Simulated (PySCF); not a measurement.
**C2H3, SMILES `[CH]=C` (charge 0, multiplicity 2)**

Calculation: PBE-D3(BJ)/def2-TZVP in PySCF.

```json
{
 "highest_occupied_spin_orbital": "-5.44 eV",
 "dipole_moment": "0.72 D",
 "total_energy": "-2117.64 eV",
 "cost": "around 2.1 core-minutes (rough)"
}
```

```xyz
5

C      0.7566    -0.4239    -0.0205
C     -0.4634     0.0323     0.1016
H      1.7223    -0.0883    -0.3901
H     -1.2723    -0.5659     0.5355
H     -0.7432     1.0459    -0.2266
```
Charge 0, spin multiplicity 2.
